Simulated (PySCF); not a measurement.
Rows and methods have been separated. Pair them.

Species: CFCl3.
SMILES: `FC(Cl)(Cl)Cl`

The closed-shell ground state was solved 7 times with PySCF (density fitting, gas phase), always in the IGLO-II basis (149 functions), with these functionals: B97-2, BHandHLYP, HCTH407, HSE06, LC-wPBE, mPW1PW91 and wB97X. Geometry: GFN2-xTB; no solvent, vibrations or thermal averaging.

| row | total energy (Eh) | HOMO (eV) | LUMO (eV) | dipole (D) |
| --- | --- | --- | --- | --- |
| P | -1518.4030 | -10.36 | 0.11 | 0.63 |
| Q | -1518.6358 | -7.74 | -2.32 | 0.43 |
| R | -1517.9521 | -8.65 | -1.55 | 0.52 |
| S | -1518.4417 | -11.54 | 1.18 | 0.52 |
| T | -1518.5021 | -9.10 | -1.20 | 0.51 |
| U | -1518.5340 | -8.81 | -1.29 | 0.49 |
| V | -1518.0185 | -11.93 | 1.40 | 0.52 |

Which functional belongs to which row?

P = BHandHLYP, Q = HCTH407, R = HSE06, S = wB97X, T = mPW1PW91, U = B97-2, V = LC-wPBE. By rising HOMO–LUMO gap: HCTH407 (GGA) 5.42 eV; HSE06 (screened hybrid, exact exchange at short range, 25 %) 7.10 eV; B97-2 (global hybrid, 21 % exact exchange) 7.52 eV; mPW1PW91 (global hybrid, 25 % exact exchange) 7.90 eV; BHandHLYP (global hybrid, 50 % exact exchange) 10.47 eV; wB97X (range-separated hybrid) 12.72 eV; LC-wPBE (range-separated hybrid) 13.33 eV. Total energies of different functionals aren't bounds to one another; each is stationary for its own functional.
